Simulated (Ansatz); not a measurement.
# C2H3N: a ladder of functionals and wavefunction methods

Aim: compute C2H3N with functionals from several rungs and with coupled cluster, and see how far each lands from CCSD(T) at the basis-set limit for the atomisation energy.

Program: Ansatz 0.2.0, Gaussian basis. Level of theory: functionals in def2-TZVPP, the program's frozen cores in correlated methods. These are calculated values, not measurements.

Levels to be run: LDA (SPW92), PBE-D4, revPBE-D4, BLYP-D4, r2SCAN-D4, B97M-V, PBE0-D4, B3LYP-D4, r2SCANh-D4, r2SCAN0-D4, HSE06-D4, BHLYP-D4, CAM-B3LYP-D4, LC-ωPBE, ωB97X-V, ωB97M-V, B2PLYP, PBE-QIDH; CCSD(T)/def2-SVP; CCSD(T)/def2-TZVPP; CCSD(T)/def2-QZVPP; extrapolation to the limit; RPA on PBE.

## Step 1: Structure used throughout

All runs share one geometry, relaxed beforehand with PBE0-D4 in a triple-zeta def2 set.

SMILES `C#CN`, 6 atoms, charge 0, spin multiplicity 1.

Atoms are counted from 1 here; the program's logs count them from 0.

Bond lengths: C1–C2 1.202 Å, C1–H4 1.063 Å, C2–N3 1.344 Å, N3–H5 1.009 Å, N3–H6 1.009 Å. Angles: C2–C1–H4 179.7°, C1–C2–N3 177.2°, C2–N3–H5 115.0°, C2–N3–H6 115.0°, H5–N3–H6 112.2°.

## Step 2: LDA

This LDA is Slater exchange with PW92 correlation.

Contents of in.yaml:

```yaml
crystal:
  periodic: [false, false, false]
  atoms:
    - {symbol: C, position_ang: [-1.168666, -0.477710, -0.707012]}
    - {symbol: C, position_ang: [-0.183119, -0.152965, -0.100689]}
    - {symbol: N, position_ang: [0.923568, 0.147346, 0.599578]}
    - {symbol: H, position_ang: [-2.040444, -0.760356, -1.244763]}
    - {symbol: H, position_ang: [1.728169, 0.390514, 0.041576]}
    - {symbol: H, position_ang: [0.782491, 0.789170, 1.365109]}
basis:
  gaussian: {orbitals: def2-TZVPP}
hamiltonian: {xc: lda}
output: {orbitals: {seedname: orbitals}}
```

After this run come: PBE-D4 (GGA); revPBE-D4 (GGA); BLYP-D4 (GGA); r2SCAN-D4 (meta-GGA); B97M-V (meta-GGA); PBE0-D4 (hybrid); B3LYP-D4 (hybrid); r2SCANh-D4 (hybrid); r2SCAN0-D4 (hybrid); HSE06-D4 (hybrid); BHLYP-D4 (hybrid); CAM-B3LYP-D4 (range-separated); LC-ωPBE-D4 (range-separated); ωB97X-V (range-separated); ωB97M-V (range-separated); B2PLYP (double hybrid); PBE-QIDH (double hybrid); CCSD(T) in def2-SVP; CCSD(T) in def2-TZVPP; CCSD(T) in def2-QZVPP; RPA on PBE orbitals.

Q: Predict the results of all the runs planned. Wanted: atomisation energy, CCSD(T)/CBS; farthest beyond LDA; mean size of error, GGA; mean size of error, meta-GGA; mean size of error, hybrid; mean size of error, range-separated; mean size of error, double hybrid; gap, smallest and largest; T1 diagnostic.

The runs gave:

| quantity | value |
| --- | --- |
| atomisation energy, CCSD(T)/CBS | 572.1 kcal/mol |
| functionals within 2.9 kcal/mol (0.5 %) | r2SCAN-D4, B97M-V, LC-ωPBE, ωB97X-V, B2PLYP, PBE-QIDH |
| farthest beyond LDA | PBE-D4 (+25.8 kcal/mol) |
| mean size of error, GGA | 14.7 kcal/mol |
| mean size of error, meta-GGA | 1.3 kcal/mol |
| mean size of error, hybrid | 9.6 kcal/mol |
| mean size of error, range-separated | 3.9 kcal/mol |
| mean size of error, double hybrid | 1.1 kcal/mol |
| gap, smallest and largest | 5.03 eV (BLYP-D4), 12.18 eV (LC-ωPBE) |
| T1 diagnostic | 0.0124 |
| triples share of the correlation energy | 4.5 % |

**Reading.** LDA overbinds by 99.4 kcal/mol (17 %). PBE-D4 is off by +25.8 kcal/mol. Double hybrids carry the basis error of their MP2 part in triple zeta, and no dispersion term here, so their miss is partly the set-up's. The rungs double hybrid, meta-GGA miss on average by less than the doubt on the reference (2.9 kcal/mol), so they tie; GGA functionals have the largest mean beyond LDA (14.7 kcal/mol). Misses under about 2.9 kcal/mol are within the doubt on the reference itself, which lacks core-valence correlation, relativity and higher excitations. Hartree-Fock recovers 68 % of the binding; the rest is correlation. CCSD(T) in def2-SVP is off by -32.3 kcal/mol, which most functionals beat. Orbital gaps span 5.0 to 12.2 eV; exact exchange widens them.
